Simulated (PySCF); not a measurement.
Molecule: `N#N`, N2.

Molfile (atoms numbered from 1):
```
N2
     RDKit          3D

  2  1  0  0  0  0  0  0  0  0999 V2000
    0.5708   -0.0574    0.0068 N   0  0  0  0  0  0  0  0  0  0  0  0
   -0.5266   -0.0329   -0.0007 N   0  0  0  0  0  0  0  0  0  0  0  0
  1  2  3  0
M  END
```

Spin–spin couplings on one PBE0-D3(BJ)/def2-SVP geometry, PySCF 2.14, gas phase, non-relativistic, equivalent pairs averaged; isotopes 15N; functional B3LYP.

Question: How do the couplings (Hz) change with the basis set? Times are CPU seconds on shared hosts with different chips, so compare them loosely. Far from the basis limit: 6-31G-J, pcJ-0, 6-31G*, cc-pVTZ, def2-TZVP.

Answer: 
```
    basis set  functions  1J(N1,N2)  core-s
      6-31G-J         24       -9.0     0.5
        pcJ-0         26      -21.0     0.5
       6-31G*         28       -3.5     0.5
        pcJ-1         54       -1.6    0.53
      cc-pVTZ         60       17.3     0.8
    def2-TZVP         62       -3.3     0.9
aug-cc-pVTZ-J         92       -2.1     1.4
        pcJ-2        102       -2.9     1.5
```

The Fermi-contact term samples the wavefunction at the nucleus, which is why sets with added tight s functions (names with J) are made for couplings.
